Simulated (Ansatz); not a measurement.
## Scan of [GeH₃···H···H], doublet

Starting geometry:

```
atom    x (Å)    y (Å)    z (Å)
  Ge  -0.0380   0.0000   0.0000
   H  -0.5494   1.4466   0.0000
   H  -0.5494  -0.7233   1.2528
   H  -0.5494  -0.7233  -1.2528
   H   1.4964   0.0000   0.0000
   H   2.8900   0.0000   0.0000
```

From there H5 is moved from one fragment to the other while all else, the fragments' distance too, stays fixed; atoms are numbered as listed. Energies are in kcal/mol, counted from the starting geometry at the same level.

Basis cc-pVTZ; Ansatz 0.2.0. Only valence electrons are correlated (noble-gas cores and the filled d shells of p-block atoms frozen). R marks a restricted (for open shells ROHF) determinant, U an unrestricted one. Active spaces: valence = (9e, 9o) chosen from the atoms' valence shells. No spin–orbit coupling is included, and no scalar relativity.

Runs in a small pair space aren't shown, since their orbitals change along the scan.

Full CI isn't at hand for all of this; UCCSDT(Q) serves as the reference, and is uncertain by about the last step of the cluster series. The frozen core follows each run's orbitals, which can shift R against U totals by a few meV for light atoms and by up to 0.1 eV past Ca.

| distance Ge1-H5 (Å) | UCCSDT(Q) | error RHF | error RMP2 | error RCCSD | error RCCSDT | error RCCSDT(Q) | error CASSCF (valence space) |
| --- | --- | --- | --- | --- | --- | --- | --- |
| 1.534 | 0.0 | 0.0 | 0.0 | 0.0 | 0.0 | 0.0 | 0.0 |
| 1.627 | -0.3 | 2.6 | 1.0 | 0.2 | 0.0 | 0.0 | 0.7 |
| 1.812 | -1.0 | 10.0 | 2.4 | 0.5 | 0.1 | 0.0 | 2.0 |
| 1.998 | -9.0 | 9.0 | 2.2 | 0.3 | 0.1 | 0.1 | 2.4 |
| 2.183 | -16.5 | 5.1 | 1.1 | 0.0 | 0.1 | 0.1 | 2.4 |

Errors are those of relative energies. In total energy the starting point itself misses UCCSDT(Q) by: RHF 113.7, RMP2 22.4, RCCSD 3.1, RCCSDT 0.1, RCCSDT(Q) 0.0, CASSCF (valence space) 76.4 kcal/mol.

Spread of the error over the points with a reference, to 2.183 Å (largest less smallest): RCCSDT 0.1, RCCSDT(Q) 0.1, RCCSD 0.5, RMP2 2.4, CASSCF (valence space) 2.4, RHF 10.0 kcal/mol.
